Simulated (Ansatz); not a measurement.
How far each method lies from UCCSDT(Q) for HSi–CH3, triplet

Geometry: that of the HSi–CH3, singlet, kept fixed.

```yaml
atoms:
  - { symbol: Si, position_ang: [0.0000, -0.0789, 0.6655] }
  - { symbol: C, position_ang: [0.0000, 0.0388, -1.2235] }
  - { symbol: H, position_ang: [0.0000, 1.4378, 0.8730] }
  - { symbol: H, position_ang: [0.0000, -0.9301, -1.7242] }
  - { symbol: H, position_ang: [0.8736, 0.6136, -1.5569] }
  - { symbol: H, position_ang: [-0.8736, 0.6136, -1.5569] }
```

Basis cc-pVDZ; Ansatz 0.2.0. Only valence electrons are correlated (noble-gas cores frozen), which leaves 12 electrons in 46 orbitals. Prefix R: restricted or restricted open-shell reference; prefix U: unrestricted. Active spaces: frontier = (10e, 10o) about the gap.

Full CI isn't at hand for all of this; UCCSDT(Q) serves as the reference, and is uncertain by about the last step of the cluster series. The frozen core follows each run's orbitals, which can shift R against U totals by a few meV.

For open shells CISD is restricted-active-space CI with the open shells as a complete middle space.

The UHF ⟨S²⟩ is 2.004. The T1 diagnostic (RCCSD) is 0.0170. The largest doubles amplitude (RCCSD) is 0.033 and the T1 diagnostic (UCCSD) is 0.0141.

| level | E − E(RHF) (eV) |
| --- | --- |
| UHF | -0.0427 |
| RMP2 | -5.9276 |
| UMP2 | -5.9326 |
| RCCSD | -6.8652 |
| UCCSD | -6.8659 |
| RCCSD(T) | -7.0508 |
| UCCSD(T) | -7.0511 |

Estimate how far UCCSDT(Q) in cc-pVDZ lies from RCCSD(T). The table doesn't fix it; the size of (T) and the diagnostics are the guide.

UCCSDT(Q) in cc-pVDZ lies 35 meV below RCCSD(T), which is 19 % of the (T) step (-186 meV). The diagnostics are small and one determinant leads, so the series closes fast and only a small part of (T) is left.

The other levels:

```
    level  E − E(UCCSDT(Q)) (meV)  share of correlation (%)  wall time
     CISD                     745                     89.49        6 s
  BCCD(T)                      35                     99.51      2.4 s
   RCCSDT                      10                     99.86          –
   UCCSDT                       9                     99.87          –
RCCSDT(Q)                       1                     99.99       64 s
```

The correlation energy at UCCSDT(Q), counted from RHF, is -7.086 eV. That run took 54 s on 1 thread of Arm Neoverse V1, shared host.

Run but not shown, since their state or frozen core can't be matched to the reference's or they repeat it: CASSCF (frontier space), NEVPT2 (frontier space).

Times hold each run's SCF and search for its determinant on a shared host, so for small cases they say little of a method's own cost; they ran on 1 thread of Arm Neoverse V1.
